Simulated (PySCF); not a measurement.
# Field gradients at the hydrogen positions

Compound: C5H5F.
Numbering: `[F:1][C:2]1=[CH:3][CH2:4][CH:5]=[CH:6]1` (hydrogens: H7 on C3; H8, H9 on C4; H10 on C5; H11 on C6)

Structure used (PBE0-D3(BJ)/def2-SVP), in Å, numbered top down from 1:
```
atom  x, y, z in Å
F1     2.5632    0.2120    0.3055
C2     1.2547    0.0803    0.1499
C3     0.5722   -1.0705   -0.0014
C4    -0.8710   -0.7062   -0.1401
C5    -0.8895    0.7892   -0.0511
C6     0.3695    1.2396    0.1213
H7     0.9828   -2.0783   -0.0222
H8    -1.4928   -1.1598    0.6546
H9    -1.3020   -1.0581   -1.0960
H10   -1.7944    1.3943   -0.1149
H11    0.7053    2.2719    0.2252
```

Level: PBE0/pcSseg-1 (PySCF, non-relativistic); Q(2H) = 0.00286 b; rigid geometry, the same for H and D, with no vibrational averaging.

Question: Rank these positions by the coupling χzz of a deuteron there, largest first.
A. H11 (vinylic hydrogen)
B. H7 (vinylic hydrogen)
C. H9 (methylene hydrogen)

Answer: B (214 kHz), A (208 kHz), C (191 kHz).

Q: Give the electric field gradient Vzz (the principal value of largest size), its asymmetry and the 2H coupling at each hydrogen.

A: 
```csv
atom,bonded to,bond length (Å),Vzz (au),η,χzz (kHz)
H7,C3,1.088,0.3178,0.08,214
H8,C4,1.106,0.2843,0.02,191
H9,C4,1.106,0.2848,0.02,191
H10,C5,1.090,0.3117,0.06,209
H11,C6,1.091,0.3102,0.05,208
```

Geometry: PBE0-D3(BJ)/def2-SVP; no solvent, vibrations or thermal averaging. A larger basis could move these couplings by a tenth or more.
